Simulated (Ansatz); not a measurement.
The end point of a relaxation of SiC. Method: PBEsol (plane waves to 420 eV, PAW, scalar-relativistic; Ansatz, a program for electronic structure).

```xyz
2
Lattice="0.0000 2.1784 2.1784 2.1784 0.0000 2.1784 2.1784 2.1784 0.0000" Properties=species:S:1:pos:R:3 pbc="T T T"
C      3.2676     3.2676     3.2676
Si     0.0000     0.0000     0.0000
```

Question: Find the space group and the Wyckoff positions (tolerance 0.01 Å).

Answer: Space group F-43m (No. 216); a = 4.3568 Å, b = 4.3568 Å, c = 4.3568 Å, α = 90.00°, β = 90.00°, γ = 90.00°

```tsv
atom	site	symmetry	x	y	z
C	4c	-43m	0.2500	0.2500	0.2500
Si	4a	-43m	0.0000	0.0000	0.0000
```

This is the zinc blende type.

Question: Give the shortest distances between elements (the closest pairs, up to four, under 3.6 Å).

Answer: C–Si 1.89 Å; C–C 3.08 Å; Si–Si 3.08 Å.

The volume per atom is 10.34 Å³ and the density is 3.22 g/cm³. The band gap is 1.24 eV, indirect (valence top at Γ, conduction bottom at X) (no spin-orbit coupling) and the smallest direct gap comes out as 4.45 eV at X.

No spin polarisation in the result.

Measured for SiC: a 4.346 Å (static lattice; corrected from measurement; as listed in Daniel Mejia-Rodriguez, S. B. Trickey, Phys. Rev. B (2018)); gap 2.53 eV (static lattice; corrected from measurement; as listed in Wei Chen et al., Physical Review Materials (2018)). Computed minus measured — a: PBEsol +0.2 %; gap: PBEsol -1.29 eV. The computed values are for a static lattice, and a measured gap can be an optical one, lowered by exciton binding.

The run could not lose the symmetry of its start.

All atoms sit on sites fixed by symmetry, so only the cell could relax.
